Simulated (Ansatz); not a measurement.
CH3ClSi (`C[Si]Cl`), relaxed with RKS PBE0-D4/def2-TZVP in Ansatz from a PBE-D4/def2-SVP geometry. The force threshold is 0.005 eV/Å; the program also tests the step.

The species carries charge 0 and has multiplicity 1.

Start:

```xyz
6

C     0.124    0.428    0.413
Si    0.850   -1.075   -0.525
Cl   -0.866   -1.575   -1.675
H    -0.183    1.218   -0.308
H     0.866    0.858    1.117
H    -0.791    0.146    0.979
```

(1) By how much does the energy fall, and how many steps does the optimiser take? (Best estimate.)

(2) Which bonds change most? (Best estimate.)

(3) Give the relaxed structure. (An estimate is asked.)

## Answers

(1) Computed: 2.74 kJ/mol, in 6 steps.

(2) The calculation gave: Si2–Cl3 from 2.125 to 2.093 Å; C1–Si2 from 1.915 to 1.887 Å; C1–H6 from 1.113 to 1.096 Å; C1–H5 from 1.109 to 1.093 Å.

(3) Computed: 
```xyz
6

C     0.125    0.424    0.407
Si    0.831   -1.069   -0.505
Cl   -0.851   -1.539   -1.659
H    -0.187    1.193   -0.309
H     0.854    0.856    1.097
H    -0.771    0.135    0.969
```
